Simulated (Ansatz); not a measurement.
# Zirconium, hcp under r²SCAN: testing the plane-wave cutoff

How high must the plane-wave cutoff be for energy and pressure to settle? The geometry was relaxed under r²SCAN beforehand and stays fixed; 9 values are run, from 150 to 800 eV. Wanted are the values from which on the energy stays within 10 and 1 meV/atom, and the pressure within 0.5 GPa, of the last run. Within the series other settings stay, but some runs also write fields, which adds to their time. Spin polarisation is left out.

Program: Ansatz 0.2.0. Level of theory: DFT r²SCAN, plane waves with PAW, scalar-relativistic. These are calculated values, not measurements.

## Step 1: Starting point

Symmetry: P6_3/mmc, No. 194, hexagonal system. Conventional cell: a = 3.245 Å, b = 3.245 Å, c = 5.157 Å, α = 90.00°, β = 90.00°, γ = 120.00°. Around Zr (site symmetry -6m2) lie 12 Zr at 3.19 to 3.24 Å.

Structure file:

```cif
data_structure
_symmetry_space_group_name_H-M 'P 1'
_symmetry_Int_Tables_number 1
_cell_length_a 3.2446
_cell_length_b 3.2446
_cell_length_c 5.1574
_cell_angle_alpha 90.000
_cell_angle_beta 90.000
_cell_angle_gamma 120.000
_cell_volume 47.02
loop_
_atom_site_label
_atom_site_type_symbol
_atom_site_fract_x
_atom_site_fract_y
_atom_site_fract_z
_atom_site_occupancy
Zr1 Zr 0.33333 0.66667 0.25000 1
Zr2 Zr 0.66667 0.33333 0.75000 1
```

## Step 2: The usual settings first

Input file input.yaml:

```yaml
crystal:
  lattice:
    - [3.24458322, 0.0, 0.0]
    - [-1.62229161, 2.8098914932, 0.0]
    - [0.0, 0.0, 5.1573641137]
  atoms:
    - { symbol: Zr, position: [0.3333333333, 0.6666666667, 0.25] }
    - { symbol: Zr, position: [0.6666666667, 0.3333333333, 0.75] }
hamiltonian:
  xc: r2scan
  pseudopotentials:
    kind: paw
    azcp:
      Zr: "pseudopotentials/Zr.paw.azcp"
basis:
  ecutwfc: 500
  fft_grid_basis: typed
kpoints:
  mp_grid: { grid: [18, 18, 10], shift: [0, 0, 0] }
magnetization:
  spin_polarized: false
scf:
  occupations: { method: fermi_dirac, width: 0.1 }
  lower_state_search: "off"
output:
  stress: true
```

Launch:

```bash
$ ansatz run input.yaml --threads 2 --pin off --max-ram 5120MiB --backend cpu --events-out ev --progress --plain --runs-dir out
```

## Step 3: With a cutoff of 150 eV

The run at 150 eV.

input.yaml: that of step 2 with these lines changed.

```diff
@@ -15,6 +15,6 @@
 basis:
-  ecutwfc: 500
+  ecutwfc: 150
   fft_grid_basis: typed
 kpoints:
-  mp_grid: { grid: [18, 18, 10], shift: [0, 0, 0] }
+  mp_grid: { grid: [11, 11, 6], shift: [0, 0, 0] }
 magnetization:
@@ -26 +26,5 @@
   stress: true
+  write_density: true
+  write_potential: true
+  elf: true
+  volumetric_format: npy
```

## Step 4: With a cutoff of 200 eV

The run at 200 eV.

input.yaml: that of step 3 with these lines changed.

```diff
@@ -15,3 +15,3 @@
 basis:
-  ecutwfc: 150
+  ecutwfc: 200
   fft_grid_basis: typed
@@ -26,5 +26 @@
   stress: true
-  write_density: true
-  write_potential: true
-  elf: true
-  volumetric_format: npy
```

## Step 5: With a cutoff of 250 eV

The run at 250 eV.

input.yaml: that of step 4 with these lines changed.

```diff
@@ -15,3 +15,3 @@
 basis:
-  ecutwfc: 200
+  ecutwfc: 250
   fft_grid_basis: typed
```

## Step 6: With a cutoff of 300 eV

The run at 300 eV.

input.yaml: that of step 5 with these lines changed.

```diff
@@ -15,3 +15,3 @@
 basis:
-  ecutwfc: 250
+  ecutwfc: 300
   fft_grid_basis: typed
```

## Step 7: With a cutoff of 350 eV

The run at 350 eV.

input.yaml: that of step 6 with these lines changed.

```diff
@@ -15,3 +15,3 @@
 basis:
-  ecutwfc: 300
+  ecutwfc: 350
   fft_grid_basis: typed
```

## Step 8: With a cutoff of 420 eV

The run at 420 eV.

input.yaml: that of step 7 with these lines changed.

```diff
@@ -15,3 +15,3 @@
 basis:
-  ecutwfc: 350
+  ecutwfc: 420
   fft_grid_basis: typed
@@ -26 +26,5 @@
   stress: true
+  write_density: true
+  write_potential: true
+  elf: true
+  volumetric_format: npy
```

## Step 9: With a cutoff of 500 eV

The run at 500 eV.

input.yaml: that of step 8 with these lines changed.

```diff
@@ -15,3 +15,3 @@
 basis:
-  ecutwfc: 420
+  ecutwfc: 500
   fft_grid_basis: typed
@@ -26,5 +26 @@
   stress: true
-  write_density: true
-  write_potential: true
-  elf: true
-  volumetric_format: npy
```

## Step 10: With a cutoff of 600 eV

The run at 600 eV.

input.yaml: that of step 9 with these lines changed.

```diff
@@ -15,3 +15,3 @@
 basis:
-  ecutwfc: 500
+  ecutwfc: 600
   fft_grid_basis: typed
@@ -26 +26,5 @@
   stress: true
+  write_density: true
+  write_potential: true
+  elf: true
+  volumetric_format: npy
```

## Step 11: With a cutoff of 800 eV

The run at 800 eV.

input.yaml: that of step 10 with these lines changed.

```diff
@@ -15,3 +15,3 @@
 basis:
-  ecutwfc: 600
+  ecutwfc: 800
   fft_grid_basis: typed
@@ -26,5 +26 @@
   stress: true
-  write_density: true
-  write_potential: true
-  elf: true
-  volumetric_format: npy
```

(Steps that only read results are left out.)

Before running it: what results should come out?

**Answer**, as computed:

```
                                                                     quantity                                value
                                  E(σ → 0) stays within 10 meV/atom of 800 eV                       from 420 eV on
                                             E(σ → 0) stays within 1 meV/atom            not reached before 800 eV
                                                pressure stays within 0.5 GPa                       from 250 eV on
                                                           pressure at 800 eV                            -0.01 GPa
                                              CPU time, dearest over cheapest                                    6
run at the usual settings (mesh 18×18×10 against the series' 11×11×6, 500 eV)  +2.5 meV/atom from 800 eV, 0.01 GPa
```

In words: The far end, 150 eV, lies +7277 meV/atom and +8.7 GPa from the yardstick. Each step up in cutoff lowers the energy. The total energy has not settled to 1 meV/atom before the last cutoff.
